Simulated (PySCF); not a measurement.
PySCF single point, HF/STO-3G, density fitting, C-PCM implicit methanol (electrostatics alone), on trimethylamine, C3H9N (SMILES CN(C)C), charge 0, multiplicity 1.

```python
from pyscf import gto, scf, dft
mol = gto.M(atom='''
C     -0.595992    -1.251845    -0.330650
N     -0.066656     0.022431    -0.767122
C      1.301550     0.201146    -0.330669
C     -0.905562     1.117855    -0.330711
H     -0.638638    -1.342707     0.767122
H      0.031962    -2.051510    -0.720742
H     -1.602455    -1.375176    -0.728153
H      1.401258     0.212278     0.767119
H      1.680945     1.143682    -0.722761
H      1.911501    -0.609943    -0.725977
H     -0.965452     1.198425     0.767078
H     -0.507517     2.051510    -0.725587
H     -1.911501     0.975657    -0.723218
''', basis='STO-3G', charge=0, spin=0, verbose=3)
mf = scf.RHF(mol)
mf = mf.density_fit()
mf = mf.PCM()
mf.with_solvent.method = 'C-PCM'
mf.with_solvent.eps = 32.66
mf.max_cycle = 100
e = mf.kernel()
print('converged', mf.converged)
print('E_total', e)
print('nao', mol.nao)
print('HOMO', mf.mo_energy[mf.mo_occ > 0].max())
mf.dip_moment()
```

It prints:

```

WARN: PCM is an experimental feature. It is still in testing.
Features and APIs may be changed in the future.

converged SCF energy = -171.191820225992
converged True
E_total -171.19182022599236
nao 29
HOMO -0.28878053165064466
Dipole moment(X, Y, Z, Debye):  0.00038,  0.00001,  1.10990
```

The total energy is -4658.37 eV, -0.08 eV from the same level's vacuum run.
